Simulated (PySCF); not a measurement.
Gas-phase reaction: 2 BH2Cl + 2 H → B2H6 + Cl2

Computed with PySCF and rigid-rotor harmonic-oscillator thermochemistry at 1 bar. † marks an energy on the PBE0/def2-TZVP geometry and frequencies; other levels use their own. CCSD(T) freezes the core. 6-31G* has spherical d functions here. Open shells (unrestricted): H (multiplicity 2); the rest are closed-shell singlets. B3LYP is the form with VWN-RPA correlation. BH2Cl: computed as isolated molecules; such fragments, hydroxides, amides, oligomers or adducts are transient or little studied in the gas. CCSD(T) isn't extrapolated to the basis-set limit; its ΔH°(298 K) is -168.0 kJ in def2-SVP and -223.6 kJ in def2-TZVPP. The harmonic model lacks anharmonicity and excited electronic states, which grow with temperature; levels with a mode under 35 cm⁻¹ are left out.

| level | ΔE electronic, kJ | ΔH°(298 K), kJ | ΔS°(298 K), J/K | ΔG°(1400 K), kJ |
|---|---|---|---|---|
| B3LYP/def2-TZVP† | -280 | -234 | -243 | 127 |
| CCSD(T)/def2-SVP† | -214 | -168 | -243 | 194 |
| HF/6-31G* | -66 | -18 | -245 | 349 |
| HF/def2-TZVP† | -100 | -54 | -243 | 308 |
| M06-2X/def2-TZVP† | -274 | -228 | -243 | 133 |
| PBE/def2-TZVP† | -294 | -248 | -243 | 114 |
| PBE0/def2-QZVP† | -287 | -241 | -243 | 121 |
| PBE0/def2-SVP† | -248 | -202 | -243 | 160 |
| LDA/def2-TZVP† | -374 | -328 | -243 | 33 |
ΔH° is lowest at LDA/def2-TZVP† and highest at HF/6-31G*. No reference value is set beside these.
